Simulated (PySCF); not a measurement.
# Potential energy of LiN⁺ along the bond

Set-up: Li def2-SVP, N def2-SVP; no relativity (PySCF 2.14). Energies in eV from Li⁺ + N in their ground configurations at the same level. State: ⁴Σ⁻ (quartet), unpaired electrons σ ↑, π ↑↑.

All columns are MN15. A positive dipole points towards N; it is taken about the centre of mass and depends on that origin.

| R (Å) | E (eV) | μ (D) | Mulliken charge on Li (basis-dependent) | HOMO (eV) | LUMO (eV) | Mayer bond order | ⟨S²⟩ |
| --- | --- | --- | --- | --- | --- | --- | --- |
| 1.936 | -0.137 | -5.22 | 0.92 | -17.93 | -9.07 | 0.17 | 3.75 |
| 2.026 | -0.201 | -5.53 | 0.92 | -17.68 | -8.89 | 0.16 | 3.75 |
| 2.116 | -0.236 | -5.85 | 0.92 | -17.44 | -8.70 | 0.15 | 3.75 |
| 2.183 | -0.249 | -6.09 | 0.92 | -17.27 | -8.56 | 0.15 | 3.75 |
| 2.251 | -0.254 | -6.33 | 0.93 | -17.10 | -8.42 | 0.14 | 3.75 |
| 2.318 | -0.254 | -6.57 | 0.93 | -16.94 | -8.28 | 0.14 | 3.75 |
| 2.409 | -0.247 | -6.89 | 0.93 | -16.73 | -8.10 | 0.13 | 3.75 |
| 2.521 | -0.232 | -7.29 | 0.94 | -16.48 | -7.86 | 0.13 | 3.75 |
| 2.656 | -0.210 | -7.78 | 0.94 | -16.19 | -7.57 | 0.11 | 3.75 |
| 2.836 | -0.179 | -8.43 | 0.95 | -15.84 | -7.19 | 0.10 | 3.75 |

A fit through these points gives, at Re = 2.276 Å, μ = -6.42 D and dμ/dR = -3.56 D/Å; the reduced mass is 4.674 u.

How strong is the fundamental in the double-harmonic approximation, I = 42.26·(dμ/dR)²/μred km/mol?

I = 42.26·(-3.56)²/4.674 = 115 km/mol at MN15.

The bond is weak. Basis-set superposition, not corrected here, can be much of De in a small basis, most of all at correlated wavefunction levels. For an ion De counts to the pair picked by the measured ionisation energies or electron affinities, which need not be the lowest pair at this level. The state was picked by a PBE0 search and need not be the measured ground state.
